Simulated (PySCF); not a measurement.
Problem. What does the PBE0-D3(BJ)/def2-SVP structure of InChI=1S/C5H7F/c1-3-5(2)4-6/h1,4H2,2H3 look like in three dimensions?

Solution. 
```xyz
13
C5H7F angstrom
C      2.2902   -0.4962   -0.4276
C      1.0011   -0.3852   -0.2388
C     -0.2950   -0.2645   -0.0623
C     -1.2480   -1.4248   -0.1070
C     -0.8970    1.0900    0.1870
F     -1.6745    1.0673    1.3226
H      2.9719   -0.6930    0.4076
H      2.7315   -0.3985   -1.4260
H     -1.8222   -1.4704    0.8312
H     -1.9745   -1.2967   -0.9275
H     -0.7217   -2.3770   -0.2501
H     -0.1149    1.8565    0.2998
H     -1.5515    1.3714   -0.6596
```

Any rigid rotation of these coordinates is as good. Atoms count from 1 in this order. Of the pairs four or more bonds apart, F6···H9 is among the closest relative to their van der Waals radii: 2.59 Å, 97 % of the sum of Bondi's values. The 4 C–C bonds span 1.308 Å (C1=C2, drawn double) to 1.503 Å (C3–C5, drawn single), a spread of 0.195 Å.

Bonds between heavy atoms (Å): C1=C2 1.308, C2=C3 1.314, C3–C4 1.502, C3–C5 1.503, C5–F6 1.377.

Computed, not measured: PBE0-D3(BJ)/def2-SVP geometry optimisation, gas phase in PySCF 2.14.0.

Point group: C1 (no symmetry element, even within 0.4 Å). Whether it is a minimum is left open (no frequencies). One conformer, not necessarily the lowest (C2–C3–C5–F6 -127°).

The run took about 80 s of CPU time (one thread, shared machine). These figures are those of the optimisation.
